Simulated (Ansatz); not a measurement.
# Al2H (doublet): from Hartree-Fock to the top rungs, cc-pVTZ

One table from this session's results is given with a row withheld; the runs are named, their logs left out.

Method: cc-pVTZ, core rule «outside noble gas», up to 10 orbitals frozen; program: Ansatz 0.2.0, Gaussian basis.

The runs, in order: UHF; CCSD(T) on ROHF; CCSD(T) on UHF; BCCD(T) on ROHF; CCSDT(Q) on ROHF; CCSDT(Q) on UHF.

27 further runs of the same task are left out: 6 for a known fault of the program, 7 that didn't finish, 14 set aside as unsound or not needed.

## The system

The geometry is a PBE0/def2-TZVP stationary point (not a proven minimum) of the parent state, kept for this charge and spin.

3 atoms, charge 0, spin multiplicity 2.

Atoms are counted from 1 here; the program's logs count them from 0.

Bond lengths: Al1–Al2 2.360 Å, Al1–H3 1.583 Å. Angles: Al2–Al1–H3 180.0°.

Set-up of the first run:

The input, in.yaml:

```yaml
crystal:
  periodic: [false, false, false]
  atoms:
    - {symbol: Al, position_ang: [0.000000, 0.000000, 0.259056]}
    - {symbol: Al, position_ang: [0.000000, 0.000000, -2.101360]}
    - {symbol: H, position_ang: [0.000000, 0.000000, 1.842303]}
basis:
  gaussian: {orbitals: cc-pVTZ}
magnetization: {spin_polarized: true, initial_magnetization: 1}
hamiltonian: {xc: hf}
output: {orbitals: {seedname: orbitals}}
```

Run with:

```console
ansatz run in.yaml --threads 1 --pin off --events-out ev --progress --plain --max-ram 2393MiB
```

Steps of the session up to this table: UHF; CCSD(T) on ROHF; CCSD(T) on UHF; BCCD(T) on ROHF; CCSDT(Q) on ROHF; CCSDT(Q) on UHF.

One table of the session follows, with a row left open; its other results are not shown here.

```
   method  from UCCSDT(Q) (meV)
     ROHF               +4262.0
      UHF               +3945.6
     RMP2               +1060.8
     UMP2               +1237.1
    RCCSD                +212.7
    UCCSD                +240.0
 RCCSD(T)                 +47.4
 UCCSD(T)                     ?
  BCCD(T)                 +47.5
   RCCSDT                  +8.0
   UCCSDT                 +13.3
RCCSDT(Q)                  -1.8
UCCSDT(Q)                     0
```

**Question.** Estimate the row for UCCSD(T).

**Answer.** from UCCSDT(Q) (meV): +72.5. In the column «from UCCSDT(Q) (meV)» it lies between BCCD(T) (+47.5) and RCCSD (+212.7).

To keep in mind: The determinant is far from a pure spin state, so its energy mixes those of several spin states (harmless only where they are near-degenerate, as at dissociation). Restricted and unrestricted rows rest on different reference determinants; where their highest levels disagree by more than a few hundredths of an eV, they describe different states and don't form one ladder.
